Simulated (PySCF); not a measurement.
The numbers below are computed, except where a source is named.
A vibrational averaging run on C₃H₃F₃, SMILES C=CC(F)(F)F. A sound run at PBE0/pcSseg-1 gave B0 = 5416, 2934, 2862 MHz, harmonic ZPE 12661 cm⁻¹, lowest mode 93 cm⁻¹ and averaged shieldings 50.05, 45.92, 53.91, 264.16, 240.75, 240.82, 24.66, 25.01, 24.91 ppm.

Input of the run in question:

```
{"job": {"xc": "PBE0", "basis": "pcSseg-1", "grid": 2, "temperatures": [250, 300], "drop_cubic": true, "kind": "iso"}, "charge": 0, "multiplicity": 1}
C      1.411590    -0.106628     0.000567
C      0.183803    -0.409165    -0.389634
C     -1.036794     0.258075     0.147472
F     -0.758656     1.181758     1.075037
F     -1.724654     0.867145    -0.832466
F     -1.869236    -0.635568     0.706384
H      1.594854     0.660144     0.750065
H      2.273025    -0.619039    -0.420048
H     -0.019687    -1.172747    -1.138096
```

Command: OMP_NUM_THREADS=1 python ens_run.py task.json out

Output:

```
parent
  Be/MHz 5453.115 2954.641 2880.712
  B0/MHz 5453.838 2954.58 2882.913
  ZPE/cm-1 12661.0
  <sigma>(0 K)/ppm 49.850 45.959 55.379 266.621 243.443 243.636 24.589 25.033 24.870
2H at atom 6
  Be/MHz 5389.012 2872.08 2785.151
  B0/MHz 5389.056 2871.958 2787.247
  ZPE/cm-1 11969.3
  <sigma>(0 K)/ppm 50.249 46.134 55.351 266.731 243.416 243.623 24.690 25.055 24.894
```

What is doubtful here, and how much did it matter?

The setting at fault: cubic force constants left out. The isotope effects on the shieldings at 0 K read 399, 175, -28, 109, -27, -13, 101, 21, 24 ppb against 271, 104, -19, 83, 43, 26, 85, 13, 9 ppb in the sound run, and B0 − Be of the smallest constant 2.2 against -18.2 MHz.
